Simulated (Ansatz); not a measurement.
Species: CF₃, net charge 0, doublet state. It need not be the lowest isomer of its formula. 
Coordinates optimised at B3LYP-D3(BJ)/def2-TZVP (Ansatz, an electronic-structure program):
```xyz
4

C      0.0017    -0.0026     0.3251
F     -0.0171     1.2604    -0.0619
F      1.0990    -0.6148    -0.0830
F     -1.0831    -0.6438    -0.0717
```
Charge 0, spin multiplicity 2.

Basis-set convergence of Hartree-Fock and CCSD(T) correlation energies (hartree) with Ansatz. Cores are frozen in the correlated levels unless marked. Open shells are spin-unrestricted. Spin-orbit coupling is left out. No relativistic terms.

```json
[
 {"basis": "cc-pVDZ", "functions": "-", "E(HF)": "-336.14671", "E(corr, CCSD(T))": "-0.68754"},
 {"basis": "cc-pVTZ", "functions": "120", "E(HF)": "___", "E(corr, CCSD(T))": "___"}
]
```

Task: Fill in the missing entries.

Result: 
- cc-pVTZ, E(HF): -336.26346
- cc-pVTZ, E(corr, CCSD(T)): -0.90949
